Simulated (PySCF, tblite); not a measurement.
# C5H11P: a rotation path, then NMR shifts on frames, part 2 of 2

tblite 0.8.0 and PySCF 2.14.0. Atoms count from 0. The steps go on from the part before.

**5. Shielding tensors: image 4, PBE0/pcSseg-1**

The job: settings as JSON, then the geometry in Å.

```
{"job": {"kind": "nmr", "xc": "PBE0", "basis": "pcSseg-1", "pop": false}, "charge": 0, "multiplicity": 1}
C     -2.121400     0.657200    -0.300500
C     -1.651100    -0.754900     0.027100
C     -0.143100    -0.990600    -0.187900
P      0.815000     0.496900    -0.815900
C      2.492300     0.060300    -0.190200
C      1.709700     0.963500     0.726400
H     -3.192400     0.742300    -0.127100
H     -1.611400     1.387200     0.325700
H     -1.919400     0.897500    -1.342500
H     -1.900300    -0.967100     1.069300
H     -2.216300    -1.459400    -0.587000
H      0.001400    -1.777500    -0.934300
H      0.322600    -1.332800     0.739100
H      2.693100    -0.951700     0.136200
H      3.321700     0.505600    -0.724700
H      2.036800     1.990800     0.815800
H      1.355900     0.544900     1.659500
```

Level: GIAO PBE0/pcSseg-1 NMR shielding, non-relativistic, gas phase.

Standard output:

```text
coarse grid: 13880 points
cycle   1  E = -537.9788328256  dE =  5.142e-01  |g| = 4.062e-01  |ddm| = 3.605e+00
cycle   2  E = -537.9645449024  dE =  1.429e-02  |g| = 4.740e-01  |ddm| = 7.388e-01
cycle   3  E = -538.0231061878  dE = -5.856e-02  |g| = 4.287e-02  |ddm| = 4.358e-01
cycle   4  E = -538.0234854276  dE = -3.792e-04  |g| = 2.499e-02  |ddm| = 1.003e-01
cycle   5  E = -538.0236524202  dE = -1.670e-04  |g| = 5.274e-03  |ddm| = 3.266e-02
cycle   6  E = -538.0236587183  dE = -6.298e-06  |g| = 2.074e-03  |ddm| = 8.129e-03
final grid: 127064 points
cycle   7  E = -538.0616890634  dE = -3.549e-05  |g| = 9.866e-03  |ddm| = 2.946e-02
cycle   8  E = -538.0616732195  dE =  1.584e-05  |g| = 1.259e-02  |ddm| = 2.022e-02
cycle   9  E = -538.0617144860  dE = -4.127e-05  |g| = 5.811e-04  |ddm| = 1.213e-02
cycle  10  E = -538.0617145660  dE = -7.992e-08  |g| = 2.373e-04  |ddm| = 1.073e-03
cycle  11  E = -538.0617145798  dE = -1.379e-08  |g| = 6.027e-05  |ddm| = 2.633e-04
cycle  12  E = -538.0617145806  dE = -8.215e-10  |g| = 2.474e-05  |ddm| = 8.865e-05
converged SCF energy = -538.0617145806

GIAO shielding tensors (ppm)
atom      isotropic    diamagn.    paramagn.     s11        s22        s33       span
  0 C      169.657     248.538     -78.881    160.225    170.435    178.312     18.086
  1 C      168.140     245.005     -76.865    154.417    170.168    179.835     25.418
  2 C      151.452     253.405    -101.953    117.798    158.365    178.193     60.395
  3 P      589.403     966.888    -377.485    342.242    448.936    977.030    634.788
  4 C      180.756     258.266     -77.510    151.269    178.757    212.243     60.974
  5 C      175.459     256.130     -80.671    137.754    175.409    213.213     75.459
  6 H       30.669      27.993       2.676     25.999     27.511     38.497     12.498
  7 H       30.269      31.045      -0.776     25.153     31.302     34.352      9.199
  8 H       29.995      30.115      -0.120     25.406     29.762     34.818      9.412
  9 H       30.118      30.516      -0.398     24.617     28.876     36.860     12.243
 10 H       30.043      29.712       0.331     24.182     28.804     37.142     12.959
 11 H       29.727      32.022      -2.295     23.419     29.990     35.772     12.352
 12 H       31.538      34.034      -2.496     25.649     32.738     36.225     10.576
 13 H       31.042      32.346      -1.305     24.925     28.411     39.789     14.864
 14 H       31.073      30.718       0.356     24.951     25.798     42.472     17.521
 15 H       30.936      31.122      -0.186     25.178     25.520     42.108     16.930
 16 H       31.181      33.146      -1.966     25.827     28.229     39.486     13.659
```

It took 16 s on 1 thread of Arm Neoverse V1, shared host; peak memory 0.82 GiB.

Key values: δ C2 35.5, C1 18.8, C0 17.3, C5 11.5, H11 1.99, H8 1.72 ppm.

**6. Nuclear shieldings: image 6, PBE0/pcSseg-1**

The job: settings as JSON, then the geometry in Å.

```
{"job": {"kind": "nmr", "xc": "PBE0", "basis": "pcSseg-1", "pop": false}, "charge": 0, "multiplicity": 1}
C     -2.248200     0.555600    -0.521300
C     -1.616800    -0.637700     0.184700
C     -0.158800    -0.873900    -0.223400
P      0.798300     0.699700    -0.580200
C      2.502400     0.107800    -0.209700
C      1.833400     0.815300     0.939400
H     -3.309200     0.618600    -0.290000
H     -1.769900     1.477700    -0.194400
H     -2.128900     0.474000    -1.599500
H     -1.675900    -0.477200     1.263300
H     -2.192300    -1.539800    -0.042900
H     -0.132300    -1.453400    -1.152000
H      0.356600    -1.454300     0.546600
H      2.682200    -0.955200    -0.117600
H      3.304500     0.632500    -0.712400
H      2.200500     1.799100     1.200200
H      1.547300     0.223300     1.798400
```

Method: GIAO PBE0/pcSseg-1 NMR shielding, non-relativistic, gas phase.

Standard output:

```text
coarse grid: 13880 points
cycle   1  E = -537.9835139034  dE =  5.182e-01  |g| = 4.063e-01  |ddm| = 3.589e+00
cycle   2  E = -537.9693936342  dE =  1.412e-02  |g| = 4.736e-01  |ddm| = 7.358e-01
cycle   3  E = -538.0279352495  dE = -5.854e-02  |g| = 4.112e-02  |ddm| = 4.326e-01
cycle   4  E = -538.0282688721  dE = -3.336e-04  |g| = 2.528e-02  |ddm| = 9.988e-02
cycle   5  E = -538.0284404258  dE = -1.716e-04  |g| = 4.983e-03  |ddm| = 3.295e-02
cycle   6  E = -538.0284459469  dE = -5.521e-06  |g| = 2.088e-03  |ddm| = 7.809e-03
final grid: 127064 points
cycle   7  E = -538.0660773104  dE = -3.607e-05  |g| = 9.771e-03  |ddm| = 2.759e-02
cycle   8  E = -538.0660621767  dE =  1.513e-05  |g| = 1.240e-02  |ddm| = 1.952e-02
cycle   9  E = -538.0661021390  dE = -3.996e-05  |g| = 5.353e-04  |ddm| = 1.185e-02
cycle  10  E = -538.0661022079  dE = -6.886e-08  |g| = 2.251e-04  |ddm| = 1.041e-03
cycle  11  E = -538.0661022202  dE = -1.238e-08  |g| = 5.201e-05  |ddm| = 2.359e-04
cycle  12  E = -538.0661022208  dE = -5.739e-10  |g| = 2.368e-05  |ddm| = 7.873e-05
converged SCF energy = -538.0661022208

GIAO shielding tensors (ppm)
atom      isotropic    diamagn.    paramagn.     s11        s22        s33       span
  0 C      168.625     248.154     -79.530    161.459    168.333    176.082     14.623
  1 C      164.845     245.981     -81.136    155.060    165.198    174.278     19.218
  2 C      148.123     253.545    -105.421    116.392    157.200    170.777     54.385
  3 P      589.830     967.064    -377.234    337.864    451.349    980.277    642.413
  4 C      180.812     258.272     -77.460    151.614    177.211    213.611     61.996
  5 C      177.622     256.698     -79.075    142.366    176.519    213.982     71.617
  6 H       30.548      27.947       2.601     26.014     27.449     38.181     12.167
  7 H       29.833      30.369      -0.536     24.597     31.220     33.680      9.083
  8 H       30.702      29.999       0.703     26.495     29.282     36.328      9.833
  9 H       30.243      31.225      -0.983     25.355     29.307     36.065     10.710
 10 H       30.010      29.888       0.122     24.394     28.153     37.483     13.089
 11 H       29.874      32.423      -2.550     23.898     29.733     35.990     12.091
 12 H       31.525      33.922      -2.396     25.941     32.378     36.258     10.317
 13 H       31.048      32.464      -1.416     24.962     28.356     39.827     14.864
 14 H       31.014      30.777       0.237     24.911     25.726     42.404     17.494
 15 H       31.039      31.147      -0.108     25.173     25.514     42.431     17.258
 16 H       31.068      33.039      -1.971     25.575     28.091     39.539     13.964
```

It took 16 s on 1 thread of Arm Neoverse V1, shared host; peak memory 0.82 GiB.

In short: δ C2 38.8, C1 22.1, C0 18.3, C5 9.3, H7 1.88, H11 1.84 ppm.

**7. NMR shieldings: image 8, PBE0/pcSseg-1**

The job: settings as JSON, then the geometry in Å.

```
{"job": {"kind": "nmr", "xc": "PBE0", "basis": "pcSseg-1", "pop": false}, "charge": 0, "multiplicity": 1}
C     -2.351100     0.437800    -0.585500
C     -1.488700    -0.492600     0.255400
C     -0.138500    -0.764800    -0.403200
P      0.889200     0.795100    -0.556700
C      2.541700     0.110800    -0.114200
C      1.791000     0.702200     1.048300
H     -3.302400     0.630400    -0.095000
H     -1.837900     1.386600    -0.734900
H     -2.547100    -0.002400    -1.560900
H     -1.326500    -0.045000     1.239700
H     -2.011600    -1.441600     0.404600
H     -0.296900    -1.153800    -1.413600
H      0.417200    -1.513600     0.167200
H      2.681400    -0.961600    -0.141900
H      3.398100     0.662700    -0.477900
H      2.161700     1.634600     1.452500
H      1.413400     0.027000     1.805000
```

Method: GIAO PBE0/pcSseg-1 NMR shielding, non-relativistic, gas phase.

Standard output:

```text
coarse grid: 13880 points
cycle   1  E = -537.9856774283  dE =  5.210e-01  |g| = 4.089e-01  |ddm| = 3.576e+00
cycle   2  E = -537.9704087984  dE =  1.527e-02  |g| = 4.800e-01  |ddm| = 7.432e-01
cycle   3  E = -538.0305891536  dE = -6.018e-02  |g| = 4.239e-02  |ddm| = 4.439e-01
cycle   4  E = -538.0309515874  dE = -3.624e-04  |g| = 2.573e-02  |ddm| = 1.022e-01
cycle   5  E = -538.0311294295  dE = -1.778e-04  |g| = 4.953e-03  |ddm| = 3.262e-02
cycle   6  E = -538.0311348341  dE = -5.405e-06  |g| = 2.158e-03  |ddm| = 7.743e-03
final grid: 127064 points
cycle   7  E = -538.0693949150  dE = -4.319e-05  |g| = 1.042e-02  |ddm| = 3.059e-02
cycle   8  E = -538.0693771656  dE =  1.775e-05  |g| = 1.331e-02  |ddm| = 2.095e-02
cycle   9  E = -538.0694232359  dE = -4.607e-05  |g| = 5.955e-04  |ddm| = 1.289e-02
cycle  10  E = -538.0694233193  dE = -8.343e-08  |g| = 2.548e-04  |ddm| = 1.106e-03
cycle  11  E = -538.0694233352  dE = -1.590e-08  |g| = 6.040e-05  |ddm| = 2.727e-04
cycle  12  E = -538.0694233360  dE = -7.831e-10  |g| = 2.763e-05  |ddm| = 9.237e-05
converged SCF energy = -538.0694233360

GIAO shielding tensors (ppm)
atom      isotropic    diamagn.    paramagn.     s11        s22        s33       span
  0 C      170.204     247.548     -77.344    157.555    168.851    184.206     26.651
  1 C      161.463     247.536     -86.074    155.089    157.031    172.268     17.179
  2 C      145.727     253.707    -107.980    118.902    154.015    164.265     45.363
  3 P      583.180     966.924    -383.744    317.337    448.803    983.401    666.064
  4 C      177.678     258.288     -80.610    145.756    174.834    212.444     66.688
  5 C      178.884     256.380     -77.497    143.589    178.268    214.794     71.205
  6 H       30.564      28.161       2.403     25.876     27.584     38.231     12.355
  7 H       29.901      30.038      -0.138     24.552     31.521     33.629      9.077
  8 H       30.936      29.512       1.424     26.852     28.620     37.337     10.484
  9 H       30.341      32.197      -1.856     25.407     30.861     34.756      9.349
 10 H       30.012      30.500      -0.488     24.413     28.169     37.455     13.042
 11 H       30.202      32.660      -2.459     25.446     29.252     35.908     10.462
 12 H       31.636      34.221      -2.586     25.798     32.485     36.624     10.825
 13 H       30.992      32.570      -1.578     24.904     28.349     39.722     14.818
 14 H       30.922      30.669       0.252     24.822     25.572     42.371     17.549
 15 H       31.036      31.092      -0.056     25.175     25.554     42.378     17.203
 16 H       31.112      33.119      -2.006     25.582     28.331     39.424     13.843
```

Wall time 16 s (1 thread of Arm Neoverse V1, shared host); peak memory 0.82 GiB.

Key values: δ C2 41.2, C1 25.5, C0 16.7, C4 9.2, H7 1.82, H10 1.70 ppm.

**8. Run by run: NMR shifts**

Shifts (ppm) of some atoms, chosen among heavy atoms and hydrogens apart, with basis size and wall time:

| frame | C2 | C1 | C5 | C4 | H8 | H7 | P3 | functions | time |
| --- | --- | --- | --- | --- | --- | --- | --- | --- | --- |
| image 0 | 40.7 | 25.3 | 11.6 | 6.8 | 1.58 | 0.56 | -267.6 | 164 | 24 s |
| image 2 | 38.9 | 22.3 | 13.2 | 6.4 | 1.91 | 0.95 | -272.4 | 164 | 17 s |
| image 4 | 35.5 | 18.8 | 11.5 | 6.2 | 1.72 | 1.45 | -271.0 | 164 | 16 s |
| image 6 | 38.8 | 22.1 | 9.3 | 6.1 | 1.02 | 1.88 | -271.5 | 164 | 16 s |
| image 8 | 41.2 | 25.5 | 8.0 | 9.2 | 0.78 | 1.82 | -264.8 | 164 | 16 s |

**9. Summary of results**

This closing draws on all 2 parts.

| quantity | value |
| --- | --- |
| barrier | 0.155 eV (3.6 kcal/mol) at image 4 |
| end to end (GFN2-xTB) | 0.001 eV |
| 13C shifts against TMS (PBE0/pcSseg-1, image 0) | 40.7, 25.3, 16.9, 11.6, 6.8 ppm |
| 1H shifts against TMS (PBE0/pcSseg-1, image 0) | 1.97, 1.71, 1.58, 1.49, 1.18, 0.79, 0.78, 0.65, 0.62, 0.56, -0.19 ppm |
| 31P shifts against H3PO4 (PBE0/pcSseg-1, image 0) | -267.6 ppm |
| surface potential, 1st and 99th percentile | -0.97 V and 0.75 V |
| range of the shift of P3 | -272.4 to -264.8 ppm |

In words: Along the band the dihedral turns by 128°, and the top (dihedral 0°) lies 3.6 kcal/mol above the start (GFN2-xTB, rough), so at room temperature this motion is fast. The top was not checked by a frequency run. Shifts at one fixed geometry are not the observed spectrum, which averages over the motion. In the first frame run (image 0): The widest tensor belongs to P3: span 637 ppm, with a paramagnetic part of -381 ppm. Across the 5 runs the shift of P3 moves most, between -272.4 (image 2) and -264.8 ppm (image 8).
